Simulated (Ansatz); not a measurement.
# SiP+ (triplet): wave-function methods side by side, cc-pVTZ

Aim: climb from Hartree-Fock through coupled cluster and multireference methods for SiP+ (triplet) at one geometry and basis, and see what each rung misses.

Method: cc-pVTZ, core rule «outside noble gas», up to 10 orbitals frozen; program: Ansatz 0.2.0, Gaussian basis.

To be run: UHF; CCSD(T) on ROHF; CCSD(T) on UHF; BCCD(T) on ROHF; CISD as a restricted active space (open shells left free, so some higher excitations enter); CCSDT(Q) on ROHF; CCSDT(Q) on UHF; CASSCF and MRCISD+Q, 8 electrons in 8 orbitals; CASSCF and NEVPT2, 8 electrons in 8 orbitals.

8 further runs of the same task are left out: 2 that didn't finish, 6 set aside as unsound or not needed. Runs told in other sessions of the task aren't counted.

## 1. What is computed

The geometry is a PBE0/def2-TZVP stationary point (not a proven minimum) of the parent state, kept for this charge and spin.

2 atoms, charge 1, spin multiplicity 3.

Atoms are counted from 1 here; the program's logs count them from 0.

Bond lengths: Si1–P2 2.233 Å.

## 2. UHF

Input file in.yaml:

```yaml
crystal:
  periodic: [false, false, false]
  atoms:
    - {symbol: Si, position_ang: [0.000000, 0.000000, 0.000000]}
    - {symbol: P, position_ang: [0.000000, 0.000000, 2.233000]}
basis:
  gaussian: {orbitals: cc-pVTZ}
total_charge: 1
magnetization: {spin_polarized: true, initial_magnetization: 2}
hamiltonian: {xc: hf}
output: {orbitals: {seedname: orbitals}}
```

Started as:

```console
$ ansatz run in.yaml --threads 1 --pin off --events-out ev --progress --plain --max-ram 2393MiB
```

The runs that follow: CCSD(T) on ROHF; CCSD(T) on UHF; BCCD(T) on ROHF; CISD as a restricted active space (open shells left free, so some higher excitations enter); CCSDT(Q) on ROHF; CCSDT(Q) on UHF; CASSCF and MRCISD+Q, 8 electrons in 8 orbitals; CASSCF and NEVPT2, 8 electrons in 8 orbitals.

**Question.** What will the summary of the whole plan be? Wanted: UCCSDT(Q) from the RHF energy; RMP2 from UCCSDT(Q); UMP2 from UCCSDT(Q); RCCSD from UCCSDT(Q); RCCSD(T) from UCCSDT(Q); UCCSD(T) from UCCSDT(Q); RCCSDT(Q) from UCCSDT(Q); NEVPT2 valence from UCCSDT(Q); MRCISD+Q valence from UCCSDT(Q).

As calculated:

| quantity | value |
| --- | --- |
| UCCSDT(Q) from the ROHF energy | -5.8086 eV |
| RMP2 from UCCSDT(Q) | +120.3 kJ/mol |
| UMP2 from UCCSDT(Q) | +124.8 kJ/mol |
| RCCSD from UCCSDT(Q) | +33.5 kJ/mol |
| RCCSD(T) from UCCSDT(Q) | +6.6 kJ/mol |
| UCCSD(T) from UCCSDT(Q) | +6.6 kJ/mol |
| RCCSDT(Q) from UCCSDT(Q) | +0.2 kJ/mol |
| NEVPT2 valence from UCCSDT(Q) | +101.9 kJ/mol |
| MRCISD+Q valence from UCCSDT(Q) | +6.9 kJ/mol |
| levels within 1 kcal/mol (43 meV) | RCCSDT, UCCSDT, RCCSDT(Q) |
| T1 diagnostic | 0.026 |
| effectively unpaired electrons | 2.07 |

In words: RCCSD(T) lands +6.6 kJ/mol from the yardstick (1.2 % of the correlation energy). One determinant dominates. Of the multireference levels listed MRCISD+Q valence comes nearest in total energy (+6.9 kJ/mol), which doesn't show that its space is the better one. These misses are within one basis, not against nature; the frozen cores of restricted and unrestricted runs differ, which can shift their rows.

With open shells the CI space here admits some higher excitations, so it is larger than plain CISD.
